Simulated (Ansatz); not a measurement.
in.yaml

```yaml
crystal:
  periodic: [false, false, false]
  atoms:
    - {symbol: B, position_ang: [-1.286029, 0.000000, 0.000000]}
    - {symbol: H, position_ang: [-1.882762, 1.033571, 0.000000]}
    - {symbol: H, position_ang: [-1.882762, -1.033571, 0.000000]}
    - {symbol: H, position_ang: [-0.047029, 0.000000, 0.000000]}
    - {symbol: N, position_ang: [1.266971, 0.000000, 0.000000]}
basis:
  gaussian: {orbitals: cc-pVDZ, fitting: {mean_field: def2-universal-jkfit}}
magnetization: {spin_polarized: false, initial_magnetization: 3}
correlation: {method: ccsd_t, electrons: outside_noble_gas}
accuracy: high
output: {forces: true}
```

```sh
$ ansatz run in.yaml --threads 1 --pin off --events-out ev --progress --plain --max-ram 2393MiB
```

(1) Roughly how long does this take on 1 thread of Arm Neoverse V2, shared host, and how much host memory?

```
206 factors; integrals over basis functions are off by at most 2.6e-1 eV
mean field evaluation 1: about -2194.5550 eV, gradient 1.2e1 eV
mean field evaluation 2: about -2195.8473 eV, gradient 4.9e0 eV
mean field evaluation 4: about -2196.1409 eV, gradient 9.0e-1 eV
mean field evaluation 8: about -2196.1589 eV, gradient 2.4e-8 eV
mean field evaluation 16: about -2188.7613 eV, gradient 2.5e1 eV
mean field -2196.15892335 eV, -80.7073518231 hartree, gradient 2.4e-8 eV, S^2 3.750000; 1 other end points of the search recorded, 0 dependent functions left out
determinant -2196.15892335 eV, -80.7073518231 hartree, with singles and doubles -2202.29545315 eV, -80.9328651338 hartree
determinant -2192.79910212 eV, -80.5838806702 hartree, with singles and doubles -2199.76152919 eV, -80.8397451458 hartree
2 core orbitals not correlated: weight in the atoms' cores, before any rotation towards them, 1.000 or more for the frozen orbitals, at most 0.000 for the correlated occupied ones
reference -2196.15892335 eV, -80.7073518231 hartree; 7, 4 occupied and 34, 37 virtual orbitals, 206 factors
second order -4.89383357 eV of doubles, -0.11759096 eV of singles
cycle   1  -6.13650327 eV  change    2.7e-5 eV  update   5.4e-4
cycle   2  -6.13664703 eV  change   -1.4e-4 eV  update   3.4e-4
cycle   3  -6.13667252 eV  change   -2.5e-5 eV  update   1.5e-4
cycle   4  -6.13668092 eV  change   -8.4e-6 eV  update   5.7e-5
cycle   5  -6.13673568 eV  change   -5.5e-5 eV  update   1.7e-5
cycle   6  -6.13676046 eV  change   -2.5e-5 eV  update   5.8e-6
cycle   7  -6.13676088 eV  change   -4.2e-7 eV  update   1.9e-6
cycle   8  -6.13675833 eV  change    2.5e-6 eV  update   8.7e-7
cycle   9  -6.13675746 eV  change    8.6e-7 eV  update   3.5e-7
cycle  10  -6.13675763 eV  change   -1.6e-7 eV  update   1.3e-7
cycle  11  -6.13675764 eV  change   -1.5e-8 eV  update   4.5e-8
cycle  12  -6.13675764 eV  change   -1.2e-9 eV  update   2.2e-8
cycle  13  -6.13675767 eV  change   -3.0e-8 eV  update   3.3e-8
cycle  14  -6.13675767 eV  change   -1.8e-9 eV  update   1.1e-8
cycle  15  -6.13675767 eV  change    3.3e-9 eV  update   4.0e-9
cycle  16  -6.13675767 eV  change   7.8e-10 eV  update   1.9e-9
cycle  17  -6.13675767 eV  change   1.0e-10 eV  update  8.2e-10
perturbative correction -0.10069378 eV, -0.0037004280 hartree
the calculation of the forces begins
mean field evaluation 32: about -2196.1589 eV, gradient 2.4e-8 eV
Total energy: -2202.39637480 eV, -80.9365739359 hartree
Atom 0 at    -1.286029     0.000000     0.000000 Å, force    -1.207624     0.000000    -0.000000 eV/Å
Atom 1 at    -1.882762     1.033571     0.000000 Å, force    -0.199298     0.376570     0.000000 eV/Å
Atom 2 at    -1.882762    -1.033571     0.000000 Å, force    -0.199298    -0.376570     0.000000 eV/Å
Atom 3 at    -0.047029     0.000000     0.000000 Å, force    -1.738363     0.000000    -0.000000 eV/Å
Atom 4 at     1.266971     0.000000     0.000000 Å, force     3.344583    -0.000000    -0.000000 eV/Å
Dipole moment:    -0.088873     0.000000    -0.000000 e Å
```

Forces (eV/Å):
```
B   -1.208  0.000  0.000
H   -0.199  0.377  0.000
H   -0.199 -0.377  0.000
H   -1.738  0.000  0.000
N    3.345  0.000  0.000
```

## Answers

(1) 3.2 s wall and 0.16 GiB.
